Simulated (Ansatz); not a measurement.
The first iterations of a band of BClH$_{2}$O (5 atoms, charge 0, multiplicity 1).

Theory: Ansatz, RKS revPBE-D4/def2-TZVP.

```json
{
  "movable images": "7",
  "climbing image": "yes",
  "spring": "5.0 eV/Å²",
  "optimiser": "quadratic models (default)",
  "start path": "through a guess of the saddle point",
  "force threshold": "0.05 eV/Å",
  "iteration limit": "60",
  "end points": "relaxed"
}
```

Initial state:

```xyz
5
Properties=species:S:1:pos:R:3
B 0.374 -0.013 0.065
O 0.557 -0.122 1.405
H -0.280 -0.211 1.896
H 1.323 0.102 -0.653
Cl -1.257 -0.037 -0.651
```

Final state:

```xyz
5
Properties=species:S:1:pos:R:3
B -0.086 -0.396 -1.007
O 0.748 0.366 1.477
H 0.493 -0.439 1.962
H 1.287 0.023 0.736
Cl -1.725 0.165 -1.106
```

| iteration | highest image above the first end (eV) | largest band force component (eV/Å) |
| --- | --- | --- |
| 1 | 5.889 | 6.390 |
| 2 | 4.684 | 4.389 |
| 3 | 4.458 | 2.146 |
| 4 | 4.570 | 1.110 |
| 5 | 4.551 | 0.673 |
| 6 | 4.479 | 0.769 |

Task: Does the band converge within its limit, and where does its top end?

Result: The run converged. It ended after 19 iterations with the highest image 4.520 eV above the first end. The profile has 2 maxima (images 1, 5) with wells between them (image 2): this band takes more than one step, which may be the mechanism or a detour left from its start path. Neighbouring images differ by up to 2.7 eV, so the band resolves the path poorly. A vibrational analysis at the climbing image gives one clearly imaginary mode, 1187i cm⁻¹: a first-order saddle point. The orbitals stay closed-shell, which can raise the energy where a bond breaks towards radicals; this wasn't checked here.

Time of the run: 2.5 min on 2 threads of Intel(R) Xeon(R) Platinum 8259CL CPU @ 2.50GHz (Skylake/Cascade Lake) (shared host), peak memory 0.17 GiB.
